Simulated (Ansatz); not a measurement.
```yaml
crystal:
  periodic: [false, false, false]
  atoms:
    - {symbol: Cl, position_ang: [-1.494024, 0.178465, 1.536863]}
    - {symbol: Al, position_ang: [0.268209, -0.079282, -0.386505]}
    - {symbol: Cl, position_ang: [-0.134888, -2.160521, -1.147616]}
    - {symbol: H, position_ang: [1.330056, 0.842095, -0.290695]}
basis:
  gaussian: {orbitals: "6-31G*", point_charges: [{charge: 0.50, position_ang: [6.243, -0.792, 0.483]}]}
hamiltonian: {xc: {name: PBE0-DH}}
relax: {f_tol: 0.0001, max_steps: 3}
```

```sh
$ ansatz run in.yaml --threads 4 --pin off --events-out ev --progress --plain --max-ram 10444MiB
```

Output, abridged:

```
Functional definition: PBE0-DH
578 factors; integrals over basis functions are off by at most 4.1e-4 eV
mean field evaluation 1: about -31642.3866 eV, gradient 2.1e1 eV
mean field evaluation 2: about -31642.3982 eV, gradient 2.1e1 eV
mean field evaluation 4: about -31644.0416 eV, gradient 9.9e-1 eV
mean field evaluation 8: about -31644.0490 eV, gradient 3.3e-2 eV
mean field evaluation 16: about -31644.0491 eV, gradient 3.9e-6 eV
mean field -31644.04905137 eV, -1162.8973535312 hartree, gradient 3.8e-6 eV, S^2 0.000000; 0 other end points of the search recorded, 0 dependent functions left out
15 core orbitals not correlated: weight in the atoms' cores, before any rotation towards them, 1.000 or more for the frozen orbitals, at most 0.000 for the correlated occupied ones
reference -31644.04907075 eV, -1162.8973542433 hartree; 9, 9 occupied and 35, 35 virtual orbitals, 578 factors
second order -10.32917622 eV of doubles, -0.00000000 eV of singles
relax step   1: F+E_penalty+E_count = -31645.34019840 eV  Δ(F+E_penalty+E_count) = +0.000e0 eV  max|allowed force component| = 5.404e0 eV/Å  Δτ_max = 0.0000 Å  (37 SCF iters, accepted)
578 factors; integrals over basis functions are off by at most 4.4e-4 eV
mean field -31645.61348962 eV, -1162.9548455764 hartree, gradient 2.7e-6 eV, S^2 0.000000; 0 other end points of the search recorded, 0 dependent functions left out
15 core orbitals not correlated: weight in the atoms' cores, before any rotation towards them, 1.000 or more for the frozen orbitals, at most 0.000 for the correlated occupied ones
reference -31645.61350835 eV, -1162.9548462645 hartree; 9, 9 occupied and 35, 35 virtual orbitals, 578 factors
second order -10.28900789 eV of doubles, -0.00000000 eV of singles
relax step   2: F+E_penalty+E_count = -31646.89961561 eV  Δ(F+E_penalty+E_count) = -1.559e0 eV  max|allowed force component| = 2.565e0 eV/Å  Δτ_max = 0.1948 Å  (37 SCF iters, accepted)
578 factors; integrals over basis functions are off by at most 5.8e-4 eV
mean field -31645.78444770 eV, -1162.9611281697 hartree, gradient 4.3e-7 eV, S^2 0.000000; 0 other end points of the search recorded, 0 dependent functions left out
15 core orbitals not correlated: weight in the atoms' cores, before any rotation towards them, 1.000 or more for the frozen orbitals, at most 0.000 for the correlated occupied ones
reference -31645.78446590 eV, -1162.9611288386 hartree; 9, 9 occupied and 35, 35 virtual orbitals, 578 factors
second order -10.30595144 eV of doubles, -0.00000000 eV of singles
relax step   3: F+E_penalty+E_count = -31647.07269163 eV  Δ(F+E_penalty+E_count) = -1.731e-1 eV  max|allowed force component| = 2.791e0 eV/Å  Δτ_max = 0.1950 Å  (39 SCF iters, accepted)
Error: geometry relaxation did not converge after 3 steps: max|allowed force component| = 2.79e0 eV/Å (threshold 1.0e-4). Raise `relax.max_steps` over both its present limit and 3, loosen `relax.f_tol`, or start from a geometry closer to equilibrium. Where this run's directory can be resumed (`checkpoint.write`), a resume goes on for up to `relax.max_steps` more
```

Task: What is wrong with this run?

Result: The relaxation is allowed too few steps for its threshold. The run did not converge.
